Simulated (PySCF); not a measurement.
Molecule: `C=CSC`, C$_{3}$H$_{6}$S.

Cartesian coordinates in Å; atom numbers follow the order of the lines, from 1:
```xyz
10

C     2.0797   -0.5790   -0.0850
C     0.8283   -0.1193   -0.1810
S    -0.4566   -0.4922    0.9499
C    -1.8290    0.4130    0.2061
H     2.8268   -0.2985   -0.8303
H     2.3966   -1.2395    0.7269
H     0.5401    0.5411   -1.0071
H    -1.6252    1.4929    0.1685
H    -2.0606    0.0373   -0.8010
H    -2.7008    0.2434    0.8526
```

Geometry PBE0-D3(BJ)/def2-SVP throughout; GIAO in PySCF, gas phase, one conformer, non-relativistic; equivalent atoms averaged; functional PBE0.

(1) How do the absolute shieldings σ depend on the basis set? (ppm; last column core-seconds on shared hosts with different chips, so compare them loosely)

(2) Which nucleus moves most, in ppm?

(3) Taking the largest basis, pcSseg-2 (235 functions), as the yardstick, rank the others by their worst heavy-atom deviation.

Answers

(1) 
```
    basis set  functions     C2     C1     C4     S3     H7     H5     H6  H8/H9/H10  core-s
       STO-3G         30  113.6  138.4  211.1  673.8  27.23  27.84  28.10      31.49       2
        6-31G         52   64.4   90.8  180.3  578.7  26.46  26.98  27.15      30.55     4.1
     pcSseg-0         52   43.7   71.4  172.3  560.4  27.25  27.18  27.52      30.92     2.5
       6-31G*         72   62.4   88.2  176.0  543.2  26.02  26.80  26.93      30.02     5.3
     def2-SVP         90   54.7   87.0  175.3  563.1  25.51  26.23  26.43      29.52     6.9
      cc-pVDZ         90   56.7   88.3  177.2  551.7  25.36  26.13  26.24      29.33     4.6
     pcSseg-1        105   37.3   69.0  164.4  491.8  25.32  25.91  26.01      29.19     4.8
  aug-cc-pVDZ        150   52.4   87.7  174.1  545.4  24.79  26.11  26.07      29.13      11
6-311+G(2d,p)        152   40.0   74.5  166.4  480.0  24.97  26.38  26.28      29.29      16
    def2-TZVP        166   38.9   73.7  166.7  464.5  24.97  26.26  26.29      29.34      16
      cc-pVTZ        208   41.0   74.6  167.5  513.0  24.88  26.07  26.12      29.14      18
     IGLO-III        209   31.9   68.8  163.8  480.2  24.85  26.23  26.15      29.14      13
     pcSseg-2        235   31.4   66.8  163.7  476.9  24.73  25.98  25.96      29.06      15
```

(2) S3 (sulfide sulfur): from 464.5 ppm with def2-TZVP to 673.8 ppm with STO-3G. The smallest spread is 1.94 ppm, at H5. Proton shifts span only some 12 ppm, so a few tenths of a ppm matter as much there as several ppm in carbon.

(3) IGLO-III 3.3 ppm (209 functions), 6-311+G(2d,p) 8.6 ppm (152 functions), def2-TZVP 12.4 ppm (166 functions), pcSseg-1 14.9 ppm (105 functions), cc-pVTZ 36.1 ppm (208 functions), 6-31G* 66.3 ppm (72 functions), aug-cc-pVDZ 68.5 ppm (150 functions), cc-pVDZ 74.8 ppm (90 functions), pcSseg-0 83.5 ppm (52 functions), def2-SVP 86.2 ppm (90 functions), 6-31G 101.8 ppm (52 functions), STO-3G 196.9 ppm (30 functions).

A small basis that lands close on one nucleus may do so by chance; judge by the trend and by all nuclei.
